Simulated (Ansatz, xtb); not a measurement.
## Relaxing a trial structure of C2H4Si+

The starting geometry of this gas-phase doublet has its atoms placed at random.

```json
{"atom": "C", "x (Å)": "-0.1079", "y (Å)": "1.6178", "z (Å)": "-1.4711"}
{"atom": "C", "x (Å)": "-0.5301", "y (Å)": "1.4091", "z (Å)": "0.3362"}
{"atom": "Si", "x (Å)": "-1.0893", "y (Å)": "-0.5481", "z (Å)": "0.0806"}
{"atom": "H", "x (Å)": "-0.4528", "y (Å)": "0.5105", "z (Å)": "0.1605"}
{"atom": "H", "x (Å)": "-0.2547", "y (Å)": "0.2866", "z (Å)": "-1.3982"}
{"atom": "H", "x (Å)": "0.5365", "y (Å)": "0.2834", "z (Å)": "-0.1936"}
{"atom": "H", "x (Å)": "-0.5592", "y (Å)": "-2.0912", "z (Å)": "-0.0948"}
```

One run relaxed it with r2SCAN-D4/def2-SVP. What is a likely outcome?

It ends as a structure given below by its coordinates. Distances that change by over a tenth: C2–Si3 (2.05 → 1.81 Å), C2–H4 (0.92 → 1.10 Å). Contacts that open: Si3–H4 (1.24 → 2.51 Å). Contacts that close: C1–C2 (1.87 → 1.36 Å), C1–H5 (1.34 → 1.10 Å), C1–H6 (1.96 → 1.10 Å).

The energy falls by 16.25 eV over 28 steps:

| step | E − E(last) (eV) |
| --- | --- |
| 1 | 16.255 |
| 4 | 8.066 |
| 7 | 4.953 |
| 10 | 3.820 |
| 13 | 2.415 |
| 16 | 2.084 |
| 19 | 0.827 |
| 22 | 0.169 |
| 25 | 0.019 |
| 28 | 0.000 |

Final geometry (Å):

```xyz
7

C     0.1159    1.0971   -1.0595
C    -0.3056    0.2904   -0.0486
Si   -1.1453   -1.2822   -0.3367
H    -0.1398    0.5862    1.0009
H    -0.0256    0.8469   -2.1178
H     0.6228    2.0464   -0.8455
H    -1.5799   -2.1165    0.8267
```

From the same start GFN2-xTB ends elsewhere, in pieces: C2H3 + HSi.

From so rough a start the end depends on the optimiser's path, so another program may land elsewhere. The end wasn't checked by frequencies. Open shells are spin-unrestricted. Run with Ansatz 0.2.0, 5.8 min on 1 thread of AMD EPYC (Zen 3) (shared host).
